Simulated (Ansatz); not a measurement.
Molecule: thioethanol, C$_{2}$H$_{6}$S, charge 0, multiplicity 1. SMILES: CCS
Geometry from a B3LYP-D3(BJ)/def2-TZVP (Ansatz, a first-principles code) optimisation:
```xyz
9

C      1.5260     0.6696    -0.0051
C      0.0131     0.8318     0.0111
S     -0.7684    -0.8280    -0.0040
H     -2.0453    -0.4120     0.0134
H     -0.3062     1.3641     0.9064
H     -0.3226     1.3880    -0.8635
H      2.0088     1.6484     0.0036
H      1.8712     0.1133     0.8677
H      1.8548     0.1370    -0.8989
```

Quantity: atomisation energy (electronic, to ground-state atoms); the coupled-cluster value holds the core correlation from cc-pwCVTZ, in eV. Correlated levels leave the core frozen unless marked. UHF or UKS for open shells. Spin-orbit coupling is left out. No relativistic terms. CBS marks a two-point X^-3 extrapolation of the correlation energy; Hartree-Fock from the larger set. [CCSD(T)-MP2]/basis is that difference in the basis named.

Level to compare with: RI-MP2/CBS(aug-cc-pV(T+d)Z,aug-cc-pV(Q+d)Z)+[CCSD(T)-MP2]/aug-cc-pV(T+d)Z plus the core term (Ansatz), 33.50 eV. It is a level with limits of its own, and the differences hold the functionals' basis error too.

**Question.** Rank these functionals by how close they come to RI-MP2/CBS(aug-cc-pV(T+d)Z,aug-cc-pV(Q+d)Z)+[CCSD(T)-MP2]/aug-cc-pV(T+d)Z, closest first: BHLYP/def2-TZVPD (Ansatz); HSE06/def2-TZVPD (Ansatz); SVWN5/def2-TZVPD (Ansatz).

**Answer.** HSE06/def2-TZVPD (screened hybrid, 33.36 eV, difference -0.14), BHLYP/def2-TZVPD (global hybrid, 32.42 eV, difference -1.08), SVWN5/def2-TZVPD (LDA, 37.73 eV, difference 4.23)
